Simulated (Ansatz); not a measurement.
# Ti: from a trial structure to a relaxed crystal

Method: DFT r2SCAN, scalar-relativistic, plane waves, PAW in Ansatz. Cutoff 500 eV, Γ-centred k mesh, Gaussian smearing, no spin polarisation in the final step.

Ti was placed on the grey arsenic (A7) structure type (R-3m, No. 166), at a guessed volume.

```
Ti
1.0
     1.76930    1.02151    3.28095
    -1.76930    1.02151    3.28095
     0.00000   -2.04301    3.28095
Ti
2
Direct
  0.22754 0.22754 0.22754
  0.77246 0.77246 0.77246
```

Cell and atoms relax at zero pressure; the relaxation can't lower the symmetry of the start. After a coarse first stage the cell is made exact in the group found at 0.06 Å.

Energies count from the standard state of Ti at the same level.

Question: Which crystal results?

Answer: It ends in Fm-3m (No. 225). The result has the fcc structure. Conventional cell: a = 4.110 Å. Around Ti lie 12 Ti at 2.91 Å.

```xyz
1
Lattice="0.0000 2.0552 2.0552 2.0552 0.0000 2.0552 2.0552 2.0552 0.0000" Properties=species:S:1:pos:R:3 pbc="T T T"
Ti    2.0552    2.0552    2.0552
```

Question: What are its volume, energy, density and gap?

Answer: The volume per atom is 17.36 Å³. The density is 4.58 g/cm³, the energy over the standard structure is 0.07 eV/atom and the gap on the 24×24×24 mesh is 0 eV (a metal).

The final run used a 24×24×24 mesh on its 1-atom cell and 0.10 eV smearing. For metals, differences of a few meV/atom aren't resolved. Symmetry constrained the relaxation, so the result can be a saddle point.